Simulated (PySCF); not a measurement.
Homolysis of single bonds, series Al Cl-NH2. Gas-phase values, no solvent. Strings in code marks are SMILES.

Method: PBE-D3(BJ)/def2-TZVP // r2SCAN-D4/def2-TZVP (PySCF). Excitations are Tamm–Dancoff values on a coarser integration grid. The basis has no diffuse functions, so Rydberg states are missing or too high.

```json
[
 {"species": "whole molecule (`[Cl][Al]([Cl])[Cl]`)", "LUMO (eV)": "-2.13", "T1 excitation (TDA) (eV)": "(withheld)", "S1 oscillator strength": "0.000", "HOMO–LUMO gap (eV)": "5.82"},
 {"species": "radical fragment (`[Cl][Al][Cl]`)", "LUMO (eV)": "–", "T1 excitation (TDA) (eV)": "–", "S1 oscillator strength": "–", "HOMO–LUMO gap (eV)": "–"},
 {"species": "whole molecule (`[Cl][Al]([NH2])[Cl]`)", "LUMO (eV)": "-1.44", "T1 excitation (TDA) (eV)": "(withheld)", "S1 oscillator strength": "0.025", "HOMO–LUMO gap (eV)": "5.13"},
 {"species": "radical fragment (`[NH2]`)", "LUMO (eV)": "–", "T1 excitation (TDA) (eV)": "–", "S1 oscillator strength": "–", "HOMO–LUMO gap (eV)": "–"},
 {"species": "whole molecule (`[NH2][Al]([NH2])[NH2]`)", "LUMO (eV)": "-0.50", "T1 excitation (TDA) (eV)": "(withheld)", "S1 oscillator strength": "0.000", "HOMO–LUMO gap (eV)": "4.75"}
]
```

Task: Some entries are withheld; supply them.

Result: 
- whole molecule (`[Cl][Al]([Cl])[Cl]`), T1 excitation (TDA) (eV): 5.70
- whole molecule (`[Cl][Al]([NH2])[Cl]`), T1 excitation (TDA) (eV): 4.89
- whole molecule (`[NH2][Al]([NH2])[NH2]`), T1 excitation (TDA) (eV): 4.61
